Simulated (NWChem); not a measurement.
# BF2 (SMILES F[B]F) at 4 levels

Wanted: a comparison of 4 runs (UHF/STO-3G, UHF/3-21G, UB3LYP/6-31G*) of BF2. 

Program for the calculation: NWChem 7.3.0.

1 further run of the same task is left out (it didn't finish).

## (1) Starting point

BF2: 3 atoms, total charge 0, spin state doublet. SMILES: `F[B]F`. The coordinates come from a PBE0-D4/def2-TZVP relaxation.

Bond lengths: F1–B2 1.306 Å, B2–F3 1.306 Å. Angles: F1–B2–F3 121.1°.

## (2) Energy and forces at UHF/STO-3G (run 1)

File bf2.xyz:

```xyz
3
BF2
F      0.513100    -1.044300     0.160000
B      0.279000     0.240500     0.181300
F     -0.802900     0.738900    -0.354600
```

File bf2.nw:

```
start bf2
title "BF2"
memory total 2200 mb

geometry noautosym nocenter noautoz
  load bf2.xyz
end

basis "ao basis" spherical bse
  * library STO-3G
end

scf
  doublet
  uhf
  thresh 1e-08
  maxiter 80
end

task scf gradient
```

On the command line:

```bash
$ nwchem bf2.nw > bf2.out
```

What it wrote:

```text
[...]
  functions       =    15
[...]
  wavefunction    = UHF
[...]
         Total SCF energy =   -220.478439372199
      One electron energy =   -419.912400377799
      Two electron energy =    144.131672702096
 Nuclear repulsion energy =     55.302288303505
                       Sz =      0.5000
                 Sz(Sz+1) =      0.7500
                      S^2 =      0.7536
[...]
                         UHF ENERGY GRADIENTS
    atom               coordinates                        gradient
                 x          y          z           x          y          z
   1 F       0.969618  -1.973441   0.302356    0.005018  -0.002135   0.002506
   2 B       0.527234   0.454479   0.342607   -0.004045  -0.003810  -0.002665
   3 F      -1.517261   1.396319  -0.670097   -0.000973   0.005946   0.000159
[...]
```

Run time: 0.66 s. Hardware: 1 thread of INTEL XEON PLATINUM 8581C at 2.30GHz (Emerald Rapids), shared host; peak memory 0.099 GiB.

## (3) Energy and gradient at UHF/3-21G (run 2)

bf2.xyz, as its differences from that of step 2:

```diff
@@ -1,3 +1,3 @@
 3
-BF2
+BF2 hf
 F      0.513100    -1.044300     0.160000
```

File run.py:

```python
from ase.io import read
from ase.calculators.nwchem import NWChem

mol = read('bf2.xyz')

calc = NWChem(
    label='bf2',
    theory='scf',
    memory='2200 mb',
    basis='3-21G',
    basispar='spherical bse',
    scf={'nopen': '1', 'uhf': None, 'thresh': '1e-08', 'maxiter': '80'},
)
mol.calc = calc

forces = mol.get_forces()
print(f"energy = {mol.get_potential_energy():.6f} eV")
print("forces (eV/A):")
for s, f in zip(mol.symbols, forces):
    print(f"{s:2s} {f[0]:10.5f} {f[1]:10.5f} {f[2]:10.5f}")
```

On the command line:

```bash
$ export ASE_NWCHEM_COMMAND="nwchem PREFIX.nwi > PREFIX.nwo"
$ python run.py
```

What it wrote:

```text
energy = -6052.091633 eV
forces (eV/A):
F     0.21602   -1.53485   -0.06037
B     1.08588    1.01065    0.71410
F    -1.30196    0.52420   -0.65373
```

The calculator wrote bf2.nwi:

```
title "bf2"

permanent_dir bf2

scratch_dir bf2

start bf2

geometry units angstrom nocenter noautosym noautoz
  F  5.1310000000000000e-01 -1.0443000000000000e+00 1.6000000000000000e-01
  B  2.7900000000000003e-01 2.4049999999999999e-01 1.8129999999999999e-01
  F  -8.0289999999999995e-01 7.3890000000000000e-01 -3.5460000000000003e-01
end

memory 2200 mb

basis spherical bse noprint
   * library 3-21G
end

scf
  nopen 1
  uhf
  thresh 1e-08
  maxiter 80
end

task scf gradient
```

bf2.nwo:

```text
Northwest Computational Chemistry Package (NWChem) 7.3.0
             --------------------------------------------------------

           Job information
           ---------------

    nwchem branch   = 7.3.0
    use scalapack   = T
    input           = bf2.nwi
    prefix          = bf2.
    data base       = bf2/bf2.db
    status          = startup
    nproc           =        1

           Memory information
           ------------------

[... 5 lines left out ...]
    hardfail = no
[... 105 lines left out ...]
 1-e energy   =    -419.050653
[... 9 lines left out ...]
 Convergence threshold     :          1.000E-08
[... 16 lines left out ...]
      One electron energy =   -419.636981691014
[... 9 lines left out ...]
          Final alpha eigenvalues
[... 234 lines left out ...]
                     UHF Final Beta Molecular Orbital Analysis
[... 247 lines left out ...]
                 ----------------------------------------
                 |  Time  |  1-e(secs)   |  2-e(secs)   |
                 ----------------------------------------
                 |  CPU   |       0.00   |       0.03   |
                 ----------------------------------------
                 |  WALL  |       0.00   |       0.03   |
                 ----------------------------------------

 Task  times  cpu:        0.3s     wall:        0.3s
 Total times  cpu:        0.3s     wall:        0.3s
```

Run time: 1.2 s. Hardware: 1 thread of INTEL XEON PLATINUM 8581C at 2.30GHz (Emerald Rapids), shared host; peak memory 0.099 GiB.

Run 3 isn't shown in full; the table further down has it.

## (4) Energy and forces at UB3LYP/6-31G(d) (Cartesian functions) (run 4)

File bf2.nw:

```
START bf2
TITLE "BF2 gradient"
memory total 2200 mb

GEOMETRY units angstrom noautosym nocenter noautoz
 F      0.513100    -1.044300     0.160000
 B      0.279000     0.240500     0.181300
 F     -0.802900     0.738900    -0.354600
END

BASIS cartesian
 * library 6-31G*
END

DFT
 xc b3lyp
 mult 2
 grid xfine
 convergence energy 1e-08
 maxiter 100
 mulliken
 noprint "final vectors analysis"
END

TASK dft gradient
```

On the command line:

```bash
$ nwchem bf2.nw > bf2.out
```

What it wrote:

```text
[...]
          Wavefunction type:  spin polarized.
          No. of atoms     :     3
          No. of electrons :    23
[...]
          Charge           :     0
          Spin multiplicity:     2
[...]
          AO basis - number of functions:    45
[...]
              XC Information
              --------------
                         B3LYP Method XC Potential
                     Hartree-Fock (Exact) Exchange  0.200
                        Slater Exchange Functional  0.800 local
                    Becke 1988 Exchange Functional  0.720 non-local
              Lee-Yang-Parr Correlation Functional  0.810
                  VWN I RPA Correlation Functional  0.190 local
[...]
 d= 0,ls=0.0,diis     1   -224.4812860760 -2.80D+02  1.55D-02  1.67D-01     0.7
[...]
 d= 0,ls=0.0,diis     8   -224.5616202171  6.98D-10  1.08D-06  1.20D-08     4.8
[...]
         Total DFT energy =     -224.561620217116
      One electron energy =     -421.367097993482
           Coulomb energy =      166.539242969563
    Exchange-Corr. energy =      -25.036053496702
 Nuclear repulsion energy =       55.302288303504
[...]
      <S2> =      0.7512 (Exact =     0.7500)
[...]
  wavefunction    = open shell
                         DFT ENERGY GRADIENTS
    atom               coordinates                        gradient
                 x          y          z           x          y          z
   1 F       0.969618  -1.973441   0.302356   -0.001798   0.008600   0.000016
   2 B       0.527234   0.454479   0.342607   -0.005369  -0.005025  -0.003534
   3 F      -1.517261   1.396319  -0.670097    0.007166  -0.003575   0.003518
[...]
```

Wall time 6.3 s (1 thread of INTEL XEON PLATINUM 8581C at 2.30GHz (Emerald Rapids), shared host); peak memory 0.12 GiB.

## (5) Overview of the runs

| run | level | iteration cap | module | energy (Eh) | dipole moment (D) | ⟨S²⟩ | largest force (eV/Å) | wall time |
| --- | --- | --- | --- | --- | --- | --- | --- | --- |
| 1 | UHF/STO-3G | 80 | scf | -220.478439 | 0.46 | 0.754 | 0.317 | 0.66 s |
| 2 | UHF/3-21G | 80 | scf | -222.410267 | 0.82 | 0.752 | 1.646 | 1.2 s |
| 3 | UB3LYP/6-31G* (spherical functions) | 100 | dft | -224.558602 | – | 0.751 | 0.483 | 5.7 s |
| 4 | UB3LYP/6-31G* (Cartesian functions) | 100 | dft | -224.561620 | 0.23 | 0.751 | 0.452 | 6.3 s |

## (6) Results

```
                       quantity          value
            run 4: total energy  -224.56162 Eh
           run 4: dipole moment         0.23 D
                    run 4: ⟨S²⟩          0.751
run 4: largest force on an atom     0.452 eV/Å
```

Over runs 1, 2, 4 the dipole moment (its size) runs from 0.23 D (UB3LYP/6-31G*) to 0.82 D (UHF/3-21G). The two ends differ in method and basis. In run 1 the basis is minimal, so the values are rough. All runs together took 14 s, the longest 6.3 s.
